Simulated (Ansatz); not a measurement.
**CHBSi (quintet): the correlation ladder, cc-pVDZ**

An exercise on one series of results from a longer session: the logs are not shown, and one member is left open.

Computed with Ansatz 0.2.0, Gaussian basis. Level: cc-pVDZ, core rule «outside noble gas», up to 7 orbitals frozen.

Plan: UHF; CCSD(T) on ROHF; CCSD(T) on UHF; BCCD(T) on ROHF; CISD; CCSDT(Q) on ROHF; CCSDT(Q) on UHF.

18 further runs of the same task are left out: 5 that didn't finish, 13 set aside as unsound or not needed.

## What is computed

The geometry is a PBE0/def2-TZVP stationary point (not a proven minimum) of the parent state, kept for this charge and spin.

4 atoms, charge 0, spin multiplicity 5.

Atoms are counted from 1 here; the program's logs count them from 0.

Bond lengths: C1–B2 1.396 Å, B2–Si3 1.912 Å, Si3–H4 1.520 Å. Angles: C1–B2–Si3 172.2°, B2–Si3–H4 92.7°.

Set-up of the first run:

Contents of in.yaml:

```yaml
crystal:
  periodic: [false, false, false]
  atoms:
    - {symbol: C, position_ang: [0.000000, 0.013962, 2.143144]}
    - {symbol: B, position_ang: [0.000000, 0.080821, 0.748773]}
    - {symbol: Si, position_ang: [0.000000, -0.087981, -1.155894]}
    - {symbol: H, position_ang: [0.000000, 1.418282, -1.360996]}
basis:
  gaussian: {orbitals: cc-pVDZ}
magnetization: {spin_polarized: true, initial_magnetization: 4}
hamiltonian: {xc: hf}
output: {orbitals: {seedname: orbitals}}
```

Launch:

```bash
ansatz run in.yaml --threads 1 --pin off --events-out ev --progress --plain --max-ram 2393MiB
```

Among the steps run: UHF; CCSD(T) on ROHF; CCSD(T) on UHF; BCCD(T) on ROHF; CISD; CCSDT(Q) on ROHF; CCSDT(Q) on UHF.

One of the session's tables, all rows but one given; the rest of the session is left out.

It belongs to the step «Misses and costs». 

```
   method  from RCCSDT(Q) (meV)
      UHF               +7041.3
     RMP2               +1541.3
     UMP2               +1880.1
     CISD               +1273.6
    RCCSD                +476.1
    UCCSD                +447.7
 RCCSD(T)                 +98.9
 UCCSD(T)                +122.9
  BCCD(T)                     ?
   RCCSDT                 +37.1
   UCCSDT                 +31.4
RCCSDT(Q)                     0
UCCSDT(Q)                  -5.1
```

Q: Estimate the row for BCCD(T) from the others.

The run gave: from RCCSDT(Q) (meV): +106.5. In the column «from RCCSDT(Q) (meV)» it lies between RCCSD(T) (+98.9) and UCCSD(T) (+122.9).

Left out of the table: ROHF (another determinant or state than the rows shown).

To keep in mind: The report flags that the cluster equations may have other roots. The program flags RCCSD(T), BCCD(T), RCCSDT(Q) as in doubt, so the zero of the table is itself unsure. Warnings: spin contamination; coupled cluster took another determinant than the lowest; large T1 diagnostic. Restricted and unrestricted rows rest on different reference determinants; where their highest levels disagree by more than a few hundredths of an eV, they describe different states and don't form one ladder.
